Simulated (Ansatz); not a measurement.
**AlH3O (AlH2(OH)) at 6 levels**

Aim: a comparison of 6 runs (UHF/STO-3G, BLYP/STO-3G, UB3LYP/STO-3G, UPBE0/STO-3G, r2SCAN0/STO-3G, CCSDT/STO-3G) of AlH3O (AlH2(OH)). 

The calculation is run with Ansatz 0.2.0.

56 further runs of the same task are left out: 56 set aside as unsound or not needed.

## 1. The system as given

The species is AlH3O (5 atoms), meant as a singlet with charge 0. SMILES: `[H][Al]([H])[OH]`. The H2–Al1 distance was set to 1.915 Å, away from the relaxed value.

Bond lengths: Al1–O4 1.636 Å, Al1–H3 1.531 Å, O4–H5 0.949 Å. Angles: Al1–O4–H5 179.6°, H3–Al1–O4 120.0°.

## 2. A single-point energy at UHF/STO-3G (run 1)

The input, run.yaml:

```yaml
basis:
  gaussian:
    orbitals: STO-3G
crystal:
  periodic: [false, false, false]
  atoms:
    - symbol: Al
      position_ang: [-0.110015, 0.459592, -0.081244]
    - symbol: H
      position_ang: [1.798980, 0.417230, -0.221380]
    - symbol: H
      position_ang: [-0.862805, 1.777482, -0.283784]
    - symbol: O
      position_ang: [-0.937235, -0.911558, 0.254686]
    - symbol: H
      position_ang: [-1.416065, -1.708858, 0.443826]
magnetization:
  spin_polarized: true
hamiltonian:
  xc: hf
accuracy: high
```

On the command line:

```sh
$ ansatz run run.yaml --threads 1 --pin off --max-ram 2610MiB --events-out events.jsonl --progress --plain --runs-dir runs
```

Log:

```text
Warning: RAYON_NUM_THREADS=1 ignored (pool sized by the plan → 1); use --threads N
Functional definition: HF
  name "HF"
  exchange = exact_x
  correlation = 0
288 factors; integrals over basis functions are off by at most 1.7e-8 eV
mean field evaluation 1: about -8556.6725 eV, gradient 1.6e1 eV
mean field evaluation 2: about -8556.6844 eV, gradient 1.6e1 eV
mean field evaluation 4: about -8558.6576 eV, gradient 7.8e-1 eV
mean field evaluation 8: about -8558.6627 eV, gradient 3.6e-6 eV
mean field -8558.66266788 eV, -314.5250517745 hartree, gradient 7.0e-8 eV, S^2 0.000000; 0 other end points of the search recorded, 0 dependent functions left out
reference -8558.66266788 eV, -314.5250517745 hartree; 12, 12 occupied and 5, 5 virtual orbitals, 288 factors
Total energy: -8558.66266788 eV, -314.5250517745 hartree
```

It took 0.35 s on 1 thread of Intel Xeon Platinum 8259CL at 2.50GHz (Skylake/Cascade Lake), shared host.

## 3. A single-point energy at BLYP/STO-3G (run 2)

The input, in.yaml:

```yaml
crystal:
  periodic: [false, false, false]
  atoms:
    - {symbol: Al, position_ang: [-0.110015, 0.459592, -0.081244]}
    - {symbol: H, position_ang: [1.798980, 0.417230, -0.221380]}
    - {symbol: H, position_ang: [-0.862805, 1.777482, -0.283784]}
    - {symbol: O, position_ang: [-0.937235, -0.911558, 0.254686]}
    - {symbol: H, position_ang: [-1.416065, -1.708858, 0.443826]}
basis:
  gaussian: {orbitals: STO-3G}
hamiltonian: {xc: {name: BLYP}}
accuracy: high
```

On the command line:

```sh
$ ansatz run in.yaml --threads 1 --pin off --max-ram 2610MiB --events-out events.jsonl --progress --plain --runs-dir runs
```

Log:

```text
Warning: RAYON_NUM_THREADS=1 ignored (pool sized by the plan → 1); use --threads N
Functional definition: BLYP
  name "BLYP"
  parameter beta = 0.0042
  parameter a = 0.04918
  parameter b = 0.132
  parameter c = 0.2533
  parameter d = 0.349
  exchange = b88_x(beta = beta)
  correlation = lyp_c(a = a, b = b, c = c, d = d)
288 factors; integrals over basis functions are off by at most 1.7e-8 eV
mean field evaluation 1: about -8577.6197 eV, gradient 3.2e1 eV
mean field evaluation 2: about -8559.0755 eV, gradient 8.8e1 eV
mean field evaluation 4: about -8581.2295 eV, gradient 4.3e0 eV
mean field evaluation 8: about -8581.2571 eV, gradient 3.4e-2 eV
mean field evaluation 16: about -8581.2571 eV, gradient 5.4e-9 eV
mean field -8581.25706330 eV, -315.3553804913 hartree, gradient 1.5e-8 eV, S^2 0.000000; 0 other end points of the search recorded, 0 dependent functions left out
reference -8581.25710118 eV, -315.3553818835 hartree; 12, 12 occupied and 5, 5 virtual orbitals, 288 factors
Total energy: -8581.25710118 eV, -315.3553818835 hartree
```

Run time: 1.2 s. Hardware: 1 thread of Intel Xeon Platinum 8259CL at 2.50GHz (Skylake/Cascade Lake), shared host; peak memory 0.11 GiB.

Run 3 isn't shown in full; the table further down has it.

## 4. A single-point energy at UPBE0/STO-3G (run 4)

The input, molecule.yaml:

```yaml
crystal:
  periodic: [false, false, false]
  atoms:
    - {symbol: Al, position_ang: [-0.110015, 0.459592, -0.081244]}
    - {symbol: H, position_ang: [1.798980, 0.417230, -0.221380]}
    - {symbol: H, position_ang: [-0.862805, 1.777482, -0.283784]}
    - {symbol: O, position_ang: [-0.937235, -0.911558, 0.254686]}
    - {symbol: H, position_ang: [-1.416065, -1.708858, 0.443826]}
basis:
  gaussian: {orbitals: STO-3G}
magnetization: {spin_polarized: true, initial_magnetization: 0}
hamiltonian: {xc: {name: PBE0}}
accuracy: high
```

On the command line:

```sh
$ ansatz run molecule.yaml --threads 1 --pin off --max-ram 2610MiB --events-out events.jsonl --progress --plain --runs-dir runs
```

Log:

```text
Warning: RAYON_NUM_THREADS=1 ignored (pool sized by the plan → 1); use --threads N
Functional definition: PBE0
  name "PBE0"
  parameter a = 0.25
  parameter kappa = 0.804
  parameter beta = 0.06672455060314922
  exchange = (1 - a)*pbe_x(kappa = kappa, mu = beta*pi^2/3) + a*exact_x
  correlation = pbe_c(beta = beta)
288 factors; integrals over basis functions are off by at most 1.7e-8 eV
mean field evaluation 1: about -8574.9646 eV, gradient 1.9e1 eV
mean field evaluation 2: about -8572.7322 eV, gradient 2.9e1 eV
mean field evaluation 4: about -8577.5802 eV, gradient 8.2e-1 eV
mean field evaluation 8: about -8577.5471 eV, gradient 3.5e-3 eV
mean field evaluation 16: about -8577.5471 eV, gradient 5.5e-9 eV
mean field -8577.54713373 eV, -315.2190430944 hartree, gradient 5.5e-9 eV, S^2 0.000000; 0 other end points of the search recorded, 0 dependent functions left out
reference -8577.54713520 eV, -315.2190431483 hartree; 12, 12 occupied and 5, 5 virtual orbitals, 288 factors
Total energy: -8577.54713520 eV, -315.2190431483 hartree
```

Run time: 2.8 s. Hardware: 1 thread of Intel Xeon Platinum 8259CL at 2.50GHz (Skylake/Cascade Lake), shared host; peak memory 0.14 GiB.

Run 5 isn't shown in full; the table further down has it.

## 5. The energy at CCSDT/STO-3G (run 6)

in.yaml: that of step 3 with these lines changed.

```diff
@@ -9,4 +9,9 @@
 basis:
-  gaussian: {orbitals: STO-3G}
-hamiltonian: {xc: {name: BLYP}}
+  gaussian:
+    orbitals: STO-3G
+correlation:
+  method: ccsdt
+  frozen_orbitals: {Al: 5, H: 0, O: 1}
 accuracy: high
+scf:
+  omitted_lower_state_checks: [cluster_reference, increment]
```

On the command line:

```sh
$ ansatz run in.yaml --threads 1 --pin off --max-ram 2610MiB --events-out events.jsonl --progress --plain --runs-dir runs
```

Log (excerpt; [...] marks lines left out):

```text
Warning: RAYON_NUM_THREADS=1 ignored (pool sized by the plan → 1); use --threads N
[... 2 set-up lines as earlier in the session ...]
[...]
288 factors; integrals over basis functions are off by at most 1.7e-8 eV
[...]
mean field -8558.66266788 eV, -314.5250517745 hartree, gradient 1.3e-8 eV, S^2 0.000000; 0 other end points of the search recorded, 0 dependent functions left out
6 core orbitals not correlated: weight in the atoms' cores, before any rotation towards them, 1.000 or more for the frozen orbitals, at most 0.000 for the correlated occupied ones
reference -8558.66266788 eV, -314.5250517745 hartree; 6, 6 occupied and 5, 5 virtual orbitals, 288 factors
second order -1.87269145 eV of doubles, -0.00000000 eV of singles
cycle   1  -2.23483869 eV  change   -3.6e-1 eV  update   8.8e-2
[...]
cycle  26  -2.64171131 eV  change    1.2e-9 eV  update  5.8e-10
Total energy: -8561.30437919 eV, -314.6221328745 hartree
Checks for a lower state left out: cluster_reference, increment
```

Wall time 0.36 s (1 thread of Intel Xeon Platinum 8259CL at 2.50GHz (Skylake/Cascade Lake), shared host).

## 6. Overview of the runs

| run | level | frozen core orbitals | energy (Eh) | wall time |
| --- | --- | --- | --- | --- |
| 1 | UHF/STO-3G | – | -314.525052 | 0.35 s |
| 2 | BLYP/STO-3G | – | -315.355382 | 1.2 s |
| 3 | UB3LYP/STO-3G | – | -315.415743 | 2.1 s |
| 4 | UPBE0/STO-3G | – | -315.219043 | 2.8 s |
| 5 | r2SCAN0/STO-3G | – | -315.346487 | 2.1 s |
| 6 | CCSDT/STO-3G | 6 | -314.622133 | 0.36 s |

## 7. Outcome

| quantity | value |
| --- | --- |
| run 6: total energy | -314.62213 Eh |
| run 6: correlation energy (6 core orbitals frozen) | -97.1 mEh |
| run 6: T1 diagnostic | 0.019 |

In words: Totals of different functionals can't be ranked against each other. In runs 1, 2, 3, 4, 5, 6 the basis is minimal, so the values are rough. All runs together took 9 s, the longest 2.8 s.
